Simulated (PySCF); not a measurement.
This PySCF input (HF/def2-TZVPPD) gives -116.44444 Eh with 196 basis functions.

```python
import numpy as np, basis_set_exchange as bse
from pyscf import gto, scf, dft, df

basis = {'C': gto.basis.parse(bse.get_basis('def2-TZVPPD', elements=['C'], fmt='nwchem')), 'H': gto.basis.parse(bse.get_basis('def2-TZVPPD', elements=['H'], fmt='nwchem'))}
mol = gto.M(
    atom='''
    C     1.37760322    0.01843291    0.01132496
    C     0.10270912    0.44661529   -0.00225393
    H     2.05690146    0.90275969    0.01081884
    H    -0.21628020    1.51104003   -0.01231293
    C    -1.08779556   -0.49380738   -0.00560757
    H    -0.72120087   -1.52504187    0.00461626
    H    -1.74458285   -0.35197269    0.86878207
    H    -1.72993823   -0.36423013   -0.89268502
    ''',
    basis=basis,
    charge=-1,
    verbose=4,
    max_memory=8640,
)
mf = scf.RHF(mol)
mf = mf.density_fit(auxbasis=df.autoaux(mol))
mf.conv_tol = 1e-9
mf.max_cycle = 100
print('smallest overlap eigenvalue', np.linalg.eigvalsh(mol.intor('int1e_ovlp'))[0])
mf.kernel()
dip = mf.dip_moment()
```

Change:
```diff
- basis = {'C': gto.basis.parse(bse.get_basis('def2-TZVPPD', elements=['C'], fmt='nwchem')), 'H': gto.basis.parse(bse.get_basis('def2-TZVPPD', elements=['H'], fmt='nwchem'))}
+ basis = {'C': gto.basis.parse(bse.get_basis('6-31G**', elements=['C'], fmt='nwchem')), 'H': gto.basis.parse(bse.get_basis('6-31G**', elements=['H'], fmt='nwchem'))}
```

Problem. What does the run give now?

Solution. -116.38102 Eh (HF/6-31G**, 67 functions), a change of +63.42 mEh.
